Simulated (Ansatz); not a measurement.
**SiH₂S: a ladder of functionals and wavefunction methods**

One table from this session's results is given with a row withheld; the runs are named, their logs left out.

Method: functionals in def2-TZVPP, the program's frozen cores in correlated methods; program: Ansatz 0.2.0, Gaussian basis.

Plan: LDA (SPW92), PBE-D4, revPBE-D4, BLYP-D4, r2SCAN-D4, B97M-V, PBE0-D4, B3LYP-D4, r2SCANh-D4, r2SCAN0-D4, HSE06-D4, BHLYP-D4, CAM-B3LYP-D4, LC-ωPBE, ωB97X-V, ωB97M-V, B2PLYP, PBE-QIDH; CCSD(T)/def2-SVP; CCSD(T)/def2-TZVPP; CCSD(T)/def2-QZVPP; extrapolation to the limit; RPA on PBE.

## The relaxed structure

An earlier PBE0-D4 in a triple-zeta def2 set relaxation fixed the geometry.

SMILES `[SiH]S`, 4 atoms, charge 0, spin multiplicity 1.

Atoms are counted from 1 here; the program's logs count them from 0.

Bond lengths: Si1–S2 2.115 Å, Si1–H3 1.525 Å, S2–H4 1.346 Å. Angles: S2–Si1–H3 89.3°, Si1–S2–H4 97.5°.

Coordinates:

```xyz
4
H2SSi
Si   -0.2628   -1.0744    0.1611
S     0.1905    0.9588   -0.2066
H     1.0175   -1.1908    0.9814
H    -0.8897    1.2460   -0.9562
```

The first run:

The input, in.yaml:

```yaml
crystal:
  periodic: [false, false, false]
  atoms:
    - {symbol: Si, position_ang: [-0.262757, -1.074443, 0.161085]}
    - {symbol: S, position_ang: [0.190500, 0.958847, -0.206590]}
    - {symbol: H, position_ang: [1.017471, -1.190823, 0.981388]}
    - {symbol: H, position_ang: [-0.889714, 1.246019, -0.956184]}
basis:
  gaussian: {orbitals: def2-TZVPP}
hamiltonian: {xc: lda}
output: {orbitals: {seedname: orbitals}}
```

Started as:

```
> ansatz run in.yaml --threads 2 --pin off --events-out ev --progress --plain --max-ram 32768MiB --backend cpu
```

Among the steps run: LDA; PBE-D4 (GGA); revPBE-D4 (GGA); BLYP-D4 (GGA); r2SCAN-D4 (meta-GGA); B97M-V (meta-GGA); B3LYP-D4 (hybrid); r2SCANh-D4 (hybrid); r2SCAN0-D4 (hybrid); HSE06-D4 (hybrid); BHLYP-D4 (hybrid); CAM-B3LYP-D4 (range-separated); LC-ωPBE (range-separated); ωB97X-V (range-separated); ωB97M-V (range-separated); B2PLYP (double hybrid); PBE-QIDH (double hybrid).

One table of the session follows, with a row left open; its other results are not shown here.

It belongs to the step «Orbital energies across the functionals». 

| functional | HOMO (eV) | LUMO (eV) | gap (eV) |
| --- | --- | --- | --- |
| LDA (SPW92) | -5.88 | -3.46 | 2.42 |
| PBE-D4 | ? | ? | ? |
| revPBE-D4 | -5.79 | -3.23 | 2.56 |
| BLYP-D4 | -5.69 | -3.12 | 2.57 |
| r2SCAN-D4 | -6.03 | -3.20 | 2.83 |
| B97M-V | -6.10 | -3.13 | 2.97 |
| PBE0-D4 | -6.88 | -2.50 | 4.38 |
| B3LYP-D4 | -6.69 | -2.65 | 4.04 |
| r2SCANh-D4 | -6.42 | -2.89 | 3.53 |
| r2SCAN0-D4 | -7.00 | -2.44 | 4.56 |
| HSE06-D4 | -6.48 | -2.87 | 3.61 |
| BHLYP-D4 | -7.82 | -1.56 | 6.26 |
| CAM-B3LYP-D4 | -8.13 | -1.39 | 6.74 |
| LC-ωPBE | -9.44 | -0.37 | 9.07 |
| ωB97X-V | -9.11 | -0.42 | 8.69 |
| ωB97M-V | -8.92 | -0.51 | 8.41 |

Q: Estimate the row for PBE-D4 from the others.

As computed: HOMO (eV): -5.82; LUMO (eV): -3.29; gap (eV): 2.53. In the column «HOMO (eV)» it lies between LDA (SPW92) (-5.88) and revPBE-D4 (-5.79).
